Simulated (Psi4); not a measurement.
# BClO (boron chloride oxide): a chain of runs

Aim: a geometry optimisation (r2SCAN-3c/def2-mTZVPP), then vibrational wavenumbers, then the energy (CCSD(T)/cc-pVTZ) of BClO (boron chloride oxide). 

Program for the calculation: Psi4 1.11.

### 1 The structure to begin with

BClO: 3 atoms, total charge 0, spin state singlet. As SMILES, `O=BCl`. Geometry: relaxed at GFN2-xTB. The run starts from this shape.

Bond lengths: O1–B2 1.193 Å, B2–Cl3 1.639 Å. Angles: O1–B2–Cl3 179.9°.

### 2 A geometry optimisation at r2SCAN-3c/def2-mTZVPP (density fitting) (run 1)

bclo.in

```
memory 1600 mb

molecule geom {
  0 1
  O      1.019560     0.606200     0.626990
  B      0.113080     0.066620     0.069470
  Cl    -1.132640    -0.672810    -0.696460
  units angstrom
}

set globals {
  geom_maxiter 60
}

result, w = opt('r2scan-3c', return_wfn=True)
```

Started as:

```
$ psi4 bclo.in bclo.out -n 1
```

bclo.out:

```text
[...]
  Running in cs symmetry.
[...]
  Nuclear repulsion =   70.603102143163071
[...]
  Multiplicity = 1
[...]
  Nalpha       = 15
  Nbeta        = 15
[...]
    Number of basis functions: 70
[...]
   @DF-RKS iter   1:  -560.01576280555935   -7.73851e-02   1.60264e-02 ADIIS/DIIS
[...]
   @DF-RKS iter  12:  -560.31395824908816   -2.27374e-13   6.33960e-10 DIIS
[...]
  @DF-RKS Final Energy:  -560.31395824908816
   => Energetics <=
    Nuclear Repulsion Energy =             69.0240863314696895
    One-Electron Energy =                -908.4885438816374972
    Two-Electron Energy =                 319.9770243549609745
    DFT Exchange-Correlation Energy =     -40.8291090550998419
    Empirical Dispersion Energy =           0.0025840012185507
    VV10 Nonlocal Energy =                  0.0000000000000000
    Total Energy =                       -560.3139582490881594
[...]
  -Total Gradient:
     Atom            X                  Y                   Z
    ------   -----------------  -----------------  -----------------
       1        0.000008956018     0.000000000000     0.000648951631
       2       -0.000015036760     0.000000000000     0.000170032545
       3        0.000006120270     0.000000000000     0.000641609270
[...]
    Final optimized geometry and variables:
    Molecular point group: cs
    Full point group: C1v
    Geometry (in Angstrom), charge = 0, multiplicity = 1:
    O           -0.000203711661     0.000000000000     1.848817353319
    B           -0.000203711661     0.000000000000     0.639779585972
    CL           0.000157313554     0.000000000000    -1.047080522531
    Psi4 run time: 0:00:23.01
[...]
```

Standard output:

```text
Optimizer: Optimization complete!
```

It took 25 s on 1 thread of Intel Xeon Platinum 8375C at 2.90GHz (Ice Lake), shared host; peak memory 0.53 GiB.

Steps, from the record of the run:

```
step  energy from the first frame kept (eV)  largest force (eV/Å)
   0                                 0.0000                1.6484
   1                                -0.0478                0.3487
   2                                -0.0494                0.0721
   3                                -0.0494                0.0334
```

After the run. Bond lengths: O1–B2 1.209 Å, B2–Cl3 1.687 Å. Angles: O1–B2–Cl3 180.0°.

### 3 The harmonic vibrations at r2SCAN-3c/def2-mTZVPP (density fitting) (run 2)

input.inp

```
memory 1600 mb

molecule geom {
  0 1
  O      0.000000     0.000000    -1.368312
  B      0.000000     0.000000    -0.159274
  Cl     0.000000     0.000000     1.527586
  units angstrom
  symmetry c1
}

set t 298.15
set rotational_symmetry_number 1

result, w = frequencies('r2scan-3c', return_wfn=True)
print_variables()
```

Started as:

```
$ psi4 -i input.inp -o input.out -n 1
```

input.out:

```text
[...]
  Running in c1 symmetry.
[...]
  Nuclear repulsion =   69.024084416124509
[...]
  Multiplicity = 1
[...]
  Nalpha       = 15
  Nbeta        = 15
[...]
    Number of basis functions: 70
[...]
   @DF-RKS iter   1:  -560.03017819707577   -1.42408e-01   1.21028e-02 DIIS/ADIIS
[...]
   @DF-RKS iter  12:  -560.31395756002371   -4.54747e-13   9.83136e-10 DIIS
[...]
  @DF-RKS Final Energy:  -560.31395756002371
   => Energetics <=
    Nuclear Repulsion Energy =             69.0303609306231465
    One-Electron Energy =                -908.5005851785650748
    Two-Electron Energy =                 319.9825775706434570
    DFT Exchange-Correlation Energy =     -40.8288968842901241
    Empirical Dispersion Energy =           0.0025860015648193
    VV10 Nonlocal Energy =                  0.0000000000000000
    Total Energy =                       -560.3139575600237094
[...]
  -Total Gradient:
     Atom            X                  Y                   Z
    ------   -----------------  -----------------  -----------------
       1       -0.000000000000    -0.000000000000    -0.001785238858
       2       -0.000000000000     0.000000000000     0.001455895220
       3        0.000000000000     0.000000000000    -0.001129905141
[...]
  ==> Harmonic Vibrational Analysis <==
[...]
  Freq [cm^-1]                 404.9046            404.9047            688.6645
[...]
  IR activ [km/mol]            29.1432             29.1432             11.8596
[...]
  Freq [cm^-1]                1997.7697
[...]
  IR activ [km/mol]            297.2720
[...]
  Total E_0, Enthalpy at 0 [K]                                                         -560.30599322 [Eh]
[...]
  Total H, Enthalpy at  298.15 [K]                                                     -560.30196146 [Eh]
[...]
  Total G, Gibbs energy at  298.15 [K]                                                 -560.32884306 [Eh]
[...]
```

The script printed:

```text
Warning: used thermodynamics relations inappropriate for low-frequency modes: ['404.9046' '404.9047']
```

Run time: 76 s. Hardware: 1 thread of Intel Xeon Platinum 8375C at 2.90GHz (Ice Lake), shared host; peak memory 0.52 GiB.

### 4 The energy at CCSD(T)/cc-pVTZ (run 3)

calc.dat

```
memory 1600 MB

molecule m {
  0 1
  O     -1.239778    -0.393984     1.394710
  B     -0.661862    -0.274548     0.339475
  Cl     0.144768    -0.107911    -1.132625
  symmetry c1
}

set globals {
  basis cc-pVTZ
  scf_type pk
  freeze_core true
}

e_tot, wfn = energy("ccsd(t)", return_wfn=True)
```

Started as:

```
$ psi4 calc.dat calc.out -n 1
```

calc.out:

```text
[...]
  Running in c1 symmetry.
[...]
  Nuclear repulsion =   69.024074144483848
[...]
  Multiplicity = 1
[...]
  Nalpha       = 15
  Nbeta        = 15
[...]
    Number of basis functions: 94
[...]
   @RHF iter   1:  -559.05409029065959   -6.89993e-01   6.07576e-03 ADIIS/DIIS
[...]
   @RHF iter  11:  -559.18444437062249   -4.32010e-12   4.93109e-09 DIIS
[...]
  @RHF Final Energy:  -559.18444437062249
   => Energetics <=
    Nuclear Repulsion Energy =             69.0240741444838477
    One-Electron Energy =                -908.3247567175661743
    Two-Electron Energy =                 280.1162382024598401
    Total Energy =                       -559.1844443706224865
[...]
 Multipole Moments:
 ------------------------------------------------------------------------------------
     Multipole            Electronic (a.u.)      Nuclear  (a.u.)        Total (a.u.)
 ------------------------------------------------------------------------------------
 L = 1.  Multiply by 2.5417464519 to convert [e a0] to [Debye]
 Dipole X            :         -0.0000832            0.0000484           -0.0000347
 Dipole Y            :          0.0000153           -0.0000089            0.0000064
 Dipole Z            :         -1.5793970            0.3572865           -1.2221105
 Magnitude           :                                                    1.2221105
[...]
      * MP2 total energy                      = -559.694029902047191
[...]
      * CCSD total energy                     = -559.705490986681752
[...]
      * CCSD(T) total energy                  = -559.729389608166230
[...]
```

Run time: 38 s. Hardware: 1 thread of Intel Xeon Platinum 8375C at 2.90GHz (Ice Lake), shared host; peak memory 0.78 GiB.

### 5 Outcome

```
                                                                               quantity             value
                                  run 1, r2SCAN-3c/def2-mTZVPP: total energy at the end     -560.31396 Eh
                                            run 1, r2SCAN-3c/def2-mTZVPP: dipole moment            2.71 D
                                              run 1, r2SCAN-3c/def2-mTZVPP: HOMO energy          -8.78 eV
                                              run 1, r2SCAN-3c/def2-mTZVPP: LUMO energy          -0.61 eV
                                            run 1, r2SCAN-3c/def2-mTZVPP: HOMO–LUMO gap           8.16 eV
                               run 2, r2SCAN-3c/def2-mTZVPP: lowest harmonic wavenumber          405 cm⁻¹
                              run 2, r2SCAN-3c/def2-mTZVPP: highest harmonic wavenumber         1998 cm⁻¹
                                        run 2, r2SCAN-3c/def2-mTZVPP: zero-point energy       20.9 kJ/mol
run 2, r2SCAN-3c/def2-mTZVPP: ideal-gas entropy at 298.15 K (symmetry number 1 as used)  56.6 cal/(mol K)
                                                   run 3, CCSD(T)/cc-pVTZ: total energy     -559.72939 Eh
                            run 3, CCSD(T)/cc-pVTZ: HOMO energy (Hartree–Fock orbitals)         -13.56 eV
                            run 3, CCSD(T)/cc-pVTZ: LUMO energy (Hartree–Fock orbitals)           3.12 eV
                          run 3, CCSD(T)/cc-pVTZ: HOMO–LUMO gap (Hartree–Fock orbitals)          16.68 eV
                    run 3, CCSD(T)/cc-pVTZ: correlation energy (7 core orbitals frozen)        -544.9 mEh
                                                 run 3, CCSD(T)/cc-pVTZ: (T) correction        -23.90 mEh
                                                  run 3, CCSD(T)/cc-pVTZ: T1 diagnostic             0.016
```

**Reading.** The optimisation (run 1, r2SCAN-3c/def2-mTZVPP) took 4 steps and changed the energy by -0.049 eV. All 4 modes (run 2, r2SCAN-3c/def2-mTZVPP) are real, so the shape is a minimum at this level. The triples (run 3, CCSD(T)/cc-pVTZ) make up 4.4 % of the correlation energy.
